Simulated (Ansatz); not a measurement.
A nudged elastic band was laid between two geometries of H6Si2 (8 atoms, charge 0, multiplicity 1).

Method: RKS B3LYP/def2-SVP (Ansatz).

```yaml
movable_images: 7
climbing_image: yes
spring: 5.0 eV/Å²
optimiser: quadratic models (default)
start_path: IDPP
force_threshold: 0.05 eV/Å
iteration_limit: 60
end_points: relaxed
```

Initial state:

```xyz
8
Properties=species:S:1:pos:R:3
Si -0.343 0.494 -1.013
Si 0.366 -0.509 0.999
H 0.835 0.958 -1.805
H -1.116 -0.484 -1.836
H -1.216 1.670 -0.724
H 1.147 0.467 1.815
H 1.231 -1.691 0.712
H -0.812 -0.962 1.796
```

Final state:

```xyz
8
Properties=species:S:1:pos:R:3
Si -0.343 0.495 -1.013
Si 0.366 -0.509 0.999
H 0.101 -0.320 -2.183
H -1.832 0.600 -1.041
H 0.235 1.866 -1.139
H -0.299 0.145 2.165
H 1.845 -0.372 1.154
H 0.019 -1.962 1.003
```

Q: What changes between the two ends?

A: No bond is made or broken. The dihedral H3–Si1–Si2–H8 goes from 180 to -49°.

Q: Give the energies along the band, and the barrier.

A: The run converged. The highest image is number 4 of 0 to 8, 4.0 kJ/mol above the first end and 3.6 kJ/mol above the last; the last end lies 0.3 kJ/mol above the first. A vibrational analysis at the climbing image gives one clearly imaginary mode, 125i cm⁻¹: a first-order saddle point.

```csv
image,path coordinate (Å),energy (kJ/mol),dihedral H3–Si1–Si2–H8 (°)
0,0.00,0.0,180
1,0.49,0.7,-164
2,0.97,2.3,-148
3,1.46,3.7,-132
4,1.94,4.0,-115
5,2.44,2.9,-99
6,2.94,1.2,-82
7,3.44,0.1,-65
8,3.93,0.3,-49
```

Q: What is the geometry of the highest image?

A: 
```xyz
8
Properties=species:S:1:pos:R:3
Si -0.346 0.499 -1.021
Si 0.369 -0.513 1.007
H 0.649 0.261 -2.109
H -1.659 -0.064 -1.458
H -0.505 1.974 -0.848
H 0.421 0.494 2.109
H 1.731 -1.105 0.851
H -0.569 -1.602 1.414
```

Q: What are the harmonic wavenumbers there?

A: 125i, 417, 419, 419, 617, 617, 851, 927, 947, 947, 950, 950, 2207, 2214, 2214, 2215, 2222, 2222 cm⁻¹.

The band took 3 iterations and of the order of 24 core-seconds.

Run time: 24 s on 1 thread of Intel(R) Xeon(R) 6975P-C (Granite Rapids), on a shared host, peak memory 0.13 GiB.
